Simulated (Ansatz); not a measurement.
**Niobium, bcc under LDA: convergence with the Methfessel-Paxton smearing**

How small must the Methfessel-Paxton smearing width be for energy and pressure to settle? The geometry was relaxed under LDA beforehand and stays fixed; 7 values are run, from 0.01 to 1.0 eV. Wanted are the values from which on the energy stays within 10 and 1 meV/atom, and the pressure within 0.5 GPa, of the narrowest run. Within the series other settings stay, but some runs also write fields, which adds to their time. Spin polarisation is left out.

Program: Ansatz 0.2.0. Level of theory: DFT LDA, plane waves with PAW, scalar-relativistic. These are calculated values, not measurements.

## Step 1: The starting structure

It takes space group Im-3m (No. 229, cubic). Conventional cell: a = 3.246 Å, b = 3.246 Å, c = 3.246 Å, α = 90.00°, β = 90.00°, γ = 90.00°. Nb (site symmetry m-3m) is surrounded by 8 Nb at 2.81 Å.

Structure file:

```
CELL_PARAMETERS angstrom
-1.62311 1.62311 1.62311
1.62311 -1.62311 1.62311
1.62311 1.62311 -1.62311
ATOMIC_POSITIONS crystal
Nb 0.00000 0.00000 0.00000
```

## Step 2: Run at 0.01 eV

The run at 0.01 eV.

Contents of input.yaml:

```yaml
crystal:
  lattice:
    - [-1.6231103068, 1.6231103068, 1.6231103068]
    - [1.6231103068, -1.6231103068, 1.6231103068]
    - [1.6231103068, 1.6231103068, -1.6231103068]
  atoms:
    - { symbol: Nb, position: [0.0, 0.0, 0.0] }
hamiltonian:
  xc: lda
  pseudopotentials:
    kind: paw
    azcp:
      Nb: "pseudopotentials/Nb.paw.azcp"
basis:
  ecutwfc: 420
  fft_grid_basis: typed
kpoints:
  mp_grid: { grid: [14, 14, 14], shift: [0, 0, 0] }
magnetization:
  spin_polarized: false
scf:
  occupations: { method: methfessel_paxton, width: 0.01 }
  lower_state_search: "off"
output:
  stress: true
  write_density: true
  write_potential: true
  elf: true
  volumetric_format: npy
```

The run is started by

```console
$ ansatz run input.yaml --threads 2 --pin off --max-ram 5120MiB --backend cpu --events-out ev --progress --plain --runs-dir out
```

## Step 3: Run at 0.03 eV

The run at 0.03 eV.

input.yaml, as its differences from that of step 2:

```diff
@@ -21,3 +21,3 @@
 scf:
-  occupations: { method: methfessel_paxton, width: 0.01 }
+  occupations: { method: methfessel_paxton, width: 0.03 }
   lower_state_search: "off"
@@ -25,5 +25 @@
   stress: true
-  write_density: true
-  write_potential: true
-  elf: true
-  volumetric_format: npy
```

## Step 4: Run at 0.1 eV

The run at 0.1 eV.

input.yaml, as its differences from that of step 3:

```diff
@@ -21,3 +21,3 @@
 scf:
-  occupations: { method: methfessel_paxton, width: 0.03 }
+  occupations: { method: methfessel_paxton, width: 0.1 }
   lower_state_search: "off"
```

## Step 5: Run at 0.2 eV

The run at 0.2 eV.

input.yaml, as its differences from that of step 4:

```diff
@@ -21,3 +21,3 @@
 scf:
-  occupations: { method: methfessel_paxton, width: 0.1 }
+  occupations: { method: methfessel_paxton, width: 0.2 }
   lower_state_search: "off"
@@ -25 +25,5 @@
   stress: true
+  write_density: true
+  write_potential: true
+  elf: true
+  volumetric_format: npy
```

## Step 6: Run at 0.3 eV

The run at 0.3 eV.

input.yaml, as its differences from that of step 5:

```diff
@@ -21,3 +21,3 @@
 scf:
-  occupations: { method: methfessel_paxton, width: 0.2 }
+  occupations: { method: methfessel_paxton, width: 0.3 }
   lower_state_search: "off"
@@ -25,5 +25 @@
   stress: true
-  write_density: true
-  write_potential: true
-  elf: true
-  volumetric_format: npy
```

## Step 7: Run at 0.6 eV

The run at 0.6 eV.

input.yaml, as its differences from that of step 6:

```diff
@@ -21,3 +21,3 @@
 scf:
-  occupations: { method: methfessel_paxton, width: 0.3 }
+  occupations: { method: methfessel_paxton, width: 0.6 }
   lower_state_search: "off"
@@ -25 +25,5 @@
   stress: true
+  write_density: true
+  write_potential: true
+  elf: true
+  volumetric_format: npy
```

## Step 8: Run at 1.0 eV

The run at 1.0 eV.

input.yaml, as its differences from that of step 7:

```diff
@@ -21,3 +21,3 @@
 scf:
-  occupations: { method: methfessel_paxton, width: 0.6 }
+  occupations: { method: methfessel_paxton, width: 1.0 }
   lower_state_search: "off"
```

(Steps that only read results are left out.)

Q: Predict the outcome of this session.

**Answer**, as computed:

| quantity | value |
| --- | --- |
| E(σ → 0) stays within 10 meV/atom of 0.01 eV | up to 0.6 eV |
| E(σ → 0) stays within 1 meV/atom | up to 0.3 eV |
| pressure stays within 0.5 GPa | up to 1.0 eV |
| pressure at 0.01 eV | 0.04 GPa |
| energy of a separate run on a finer mesh (22×22×22) | -5.9 meV/atom from 0.01 eV |

At 1.0 eV the energy differs by -22.6 meV/atom and the pressure by +0.2 GPa. The free energy F moves by -31.8 meV/atom over the range, and the estimate for σ → 0 by -22.6. This scheme cancels the term in the square of the width, so F moves little up to 0.2 eV. The mesh (14×14×14) is fixed, so the narrowest widths carry a k-point error of their own. The yardstick itself is unsettled by 5.9 meV/atom against the finer mesh, so the thresholds above hold only within this series, and wider smearing, which averages over more states, can land nearer the fine-mesh value than the narrowest does. The cell taken over is 5 % smaller than the measured one (17.98 Å³/atom, COD).
